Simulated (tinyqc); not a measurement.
RHF in the sto-6g basis, for H2O, spin multiplicity 1, step by step. One step of it, computed by the program tinyqc.

Question. Iteration 8 (converged): orbitals. Diagonalise F' = X^T F X, C = X C', fill 5 alpha and 5 beta electrons from the bottom; D = 2 C_occ C_occ^T. Each column has its largest component positive (the first on a tie).

converged F (hartree), lower triangle:
```
             1O 1s      1O 2s     1O 2px     1O 2py     1O 2pz      2H 1s      3H 1s
1O 1s   -20.502675
1O 2s    -4.966543  -2.373726
1O 2px    0.000000   0.000000  -0.408122
1O 2py    0.000000   0.000000   0.000000  -0.371971
1O 2pz   -0.031905  -0.168134   0.000000   0.000000  -0.412536
2H 1s    -1.393348  -1.134306   0.000000  -0.395765  -0.416651  -0.684006
3H 1s    -1.393348  -1.134306   0.000000   0.395765  -0.416651  -0.513281  -0.684006
```

X:
```
                1          2          3         4          5          6         7
1O 1s   -0.273319   0.000000   0.771025  0.000000  -0.616805   0.000000  0.134390
1O 2s    1.274825   0.000000  -0.311801  0.000000  -0.306730   0.000000  0.399835
1O 2px   0.000000   0.000000   0.000000  1.000000   0.000000   0.000000  0.000000
1O 2py   0.000000  -0.947017   0.000000  0.000000   0.000000   0.713377  0.000000
1O 2pz   0.615690   0.000000   0.634593  0.000000   0.645846   0.000000  0.192302
2H 1s   -0.798075   0.950169  -0.136275  0.000000   0.109763   0.355505  0.370508
3H 1s   -0.798075  -0.950169  -0.136275  0.000000   0.109763  -0.355505  0.370508
```

Give: F' = X^T F X; orbital energies; coefficients C; D after iteration 8.

Answer.

F' = X^T F X (hartree), lower triangle:
```
         1        2        3        4        5        6        7
1   0.3563
2   0.0000   0.7826
3   1.3567   0.0000  -9.6696
4   0.0000   0.0000   0.0000  -0.4081
5  -0.8703   0.0000   9.2008   0.0000  -9.5997
6   0.0000  -0.1341   0.0000   0.0000   0.0000  -0.6339
7  -0.0181   0.0000  -3.6544   0.0000   3.7761   0.0000  -2.7234
```

orbital energies (hartree): MO1 -20.5061, MO2 -1.3223, MO3 -0.6465, MO4 -0.4827, MO5 -0.4081, MO6 0.6747, MO7 0.7952

coefficients C:
```
            MO1      MO2      MO3      MO4     MO5      MO6      MO7
1O 1s    0.9965  -0.2190   0.0000   0.1026  0.0000  -0.1269   0.0000
1O 2s    0.0170   0.8126   0.0000  -0.5728  0.0000   0.9938   0.0000
1O 2px   0.0000   0.0000   0.0000   0.0000  1.0000   0.0000   0.0000
1O 2py   0.0000   0.0000   0.6218   0.0000  0.0000   0.0000   1.0095
1O 2pz   0.0039   0.1627   0.0000   0.7737  0.0000   0.7816   0.0000
2H 1s   -0.0043   0.1562   0.4427   0.2576  0.0000  -0.8450  -0.9128
3H 1s   -0.0043   0.1562  -0.4427   0.2576  0.0000  -0.8450   0.9128
```

D after iteration 8, lower triangle:
```
          1O 1s    1O 2s  1O 2px   1O 2py  1O 2pz    2H 1s   3H 1s
1O 1s    2.1032
1O 2s   -0.4396   1.9774
1O 2px   0.0000   0.0000  2.0000
1O 2py   0.0000   0.0000  0.0000   0.7733
1O 2pz   0.0953  -0.6218  0.0000   0.0000  1.2501
2H 1s   -0.0242  -0.0413  0.0000   0.5505  0.4494   0.5736
3H 1s   -0.0242  -0.0413  0.0000  -0.5505  0.4494  -0.2104  0.5736
```
